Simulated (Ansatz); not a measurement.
# CH₇Si₂ radical: a ladder of functionals and wavefunction methods

Aim: compute CH₇Si₂ radical with functionals from several rungs and with coupled cluster. The yardstick is the atomisation energy at the CCSD(T) limit.

Method: functionals in def2-TZVPP, the program's frozen cores in correlated methods; program: Ansatz 0.2.0, Gaussian basis.

The runs, in order: LDA (SPW92), PBE-D4, revPBE-D4, BLYP-D4, r2SCAN-D4, B97M-V, PBE0-D4, B3LYP-D4, r2SCANh-D4, r2SCAN0-D4, HSE06-D4, BHLYP-D4, CAM-B3LYP-D4, LC-ωPBE, ωB97X-V, ωB97M-V, B2PLYP, PBE-QIDH; CCSD(T)/def2-SVP; CCSD(T)/def2-TZVPP; MP2/def2-QZVPP; extrapolation to the limit; RPA on PBE.

### Step 1. Structure used throughout

An earlier PBE0-D4 in a triple-zeta def2 set relaxation fixed the geometry.

SMILES `[SiH2]C[SiH3]`, 10 atoms, charge 0, spin multiplicity 2.

Atoms are counted from 1 here; the program's logs count them from 0.

Bond lengths: Si1–C2 1.875 Å, Si1–H4 1.489 Å, Si1–H5 1.491 Å, C2–Si3 1.874 Å, C2–H6 1.097 Å, C2–H7 1.095 Å, Si3–H8 1.487 Å, Si3–H9 1.487 Å, Si3–H10 1.488 Å. Angles: C2–Si1–H4 111.2°, C2–Si1–H5 112.4°, H4–Si1–H5 109.9°, Si1–C2–Si3 113.9°, Si1–C2–H6 108.8°, Si1–C2–H7 108.9°, Si3–C2–H6 109.0°, Si3–C2–H7 108.9°, H6–C2–H7 107.2°, C2–Si3–H8 110.1°, C2–Si3–H9 110.1°, C2–Si3–H10 110.9°, H8–Si3–H9 108.5°, H8–Si3–H10 108.5°, H9–Si3–H10 108.6°.

Coordinates:

```xyz
10

Si   -1.4380    0.8228   -0.5772
C     0.3783    0.3744   -0.4520
Si    0.7878   -0.7309    1.0043
H    -2.2778   -0.3892   -0.7876
H    -1.7048    1.8171   -1.6551
H     0.6825   -0.1288   -1.3780
H     0.9666    1.2943   -0.3753
H    -0.0394   -1.9662    0.9573
H     0.5049   -0.0211    2.2797
H     2.2228   -1.1236    0.9870
```

### Step 2. LDA

This LDA is Slater exchange with PW92 correlation.

Input file in.yaml:

```yaml
crystal:
  periodic: [false, false, false]
  atoms:
    - {symbol: Si, position_ang: [-1.437985, 0.822805, -0.577196]}
    - {symbol: C, position_ang: [0.378322, 0.374446, -0.452031]}
    - {symbol: Si, position_ang: [0.787780, -0.730857, 1.004259]}
    - {symbol: H, position_ang: [-2.277812, -0.389181, -0.787625]}
    - {symbol: H, position_ang: [-1.704817, 1.817119, -1.655129]}
    - {symbol: H, position_ang: [0.682533, -0.128774, -1.378029]}
    - {symbol: H, position_ang: [0.966641, 1.294316, -0.375327]}
    - {symbol: H, position_ang: [-0.039378, -1.966172, 0.957259]}
    - {symbol: H, position_ang: [0.504922, -0.021114, 2.279715]}
    - {symbol: H, position_ang: [2.222793, -1.123585, 0.987005]}
basis:
  gaussian: {orbitals: def2-TZVPP}
magnetization: {spin_polarized: true, initial_magnetization: 1}
hamiltonian: {xc: lda}
output: {orbitals: {seedname: orbitals}}
```

Run with:

```sh
> ansatz run in.yaml --threads 4 --pin off --events-out ev --progress --plain --max-ram 10444MiB
```

Further steps of the session: PBE-D4 (GGA); revPBE-D4 (GGA); BLYP-D4 (GGA); r2SCAN-D4 (meta-GGA); B97M-V (meta-GGA); PBE0-D4 (hybrid); B3LYP-D4 (hybrid); r2SCANh-D4 (hybrid); r2SCAN0-D4 (hybrid); HSE06-D4 (hybrid); BHLYP-D4 (hybrid); CAM-B3LYP-D4 (range-separated); LC-ωPBE (range-separated); ωB97X-V (range-separated); ωB97M-V (range-separated); B2PLYP (double hybrid); PBE-QIDH (double hybrid); CCSD(T) in def2-SVP; CCSD(T) in def2-TZVPP; MP2 in def2-QZVPP; RPA on PBE orbitals.

Q: Predict the results of all the runs planned. Wanted: atomisation energy, CCSD(T)/CBS; farthest beyond LDA; mean size of error, GGA; mean size of error, meta-GGA; mean size of error, hybrid; mean size of error, range-separated; mean size of error, double hybrid; gap, smallest and largest; T1 diagnostic.

**Answer**, as computed:

| quantity | value |
| --- | --- |
| atomisation energy, CCSD(T)/CBS | 742.9 kcal/mol |
| functionals within 3.7 kcal/mol (0.5 %) | PBE-D4, r2SCAN-D4, B97M-V, B3LYP-D4, r2SCANh-D4, r2SCAN0-D4, CAM-B3LYP-D4, ωB97M-V |
| farthest beyond LDA | revPBE-D4 (-12.5 kcal/mol) |
| mean size of error, GGA | 7.9 kcal/mol |
| mean size of error, meta-GGA | 3.0 kcal/mol |
| mean size of error, hybrid | 3.0 kcal/mol |
| mean size of error, range-separated | 3.5 kcal/mol |
| mean size of error, double hybrid | 7.9 kcal/mol |
| gap, smallest and largest | 1.27 eV (LDA (SPW92)), 8.77 eV (LC-ωPBE) |
| T1 diagnostic | 0.0127 |
| triples share of the correlation energy | 3.4 % |

In words: LDA overbinds by 77.3 kcal/mol (10 %). PBE-D4 is off by -3.4 kcal/mol. Double hybrids carry the basis error of their MP2 part in triple zeta, and no dispersion term here, so their miss is partly the set-up's. The rungs hybrid, meta-GGA, range-separated miss on average by less than the doubt on the reference (3.7 kcal/mol), so they tie. Misses under about 3.7 kcal/mol are within the doubt on the reference itself, which lacks core-valence correlation, relativity and higher excitations. Hartree-Fock recovers 77 % of the binding; the rest is correlation. CCSD(T) in def2-SVP is off by -42.5 kcal/mol, more than most functionals: a good method in a small basis is no reference. The gap grows from 1.3 to 8.8 eV across the functionals, mostly with the share of exact exchange.
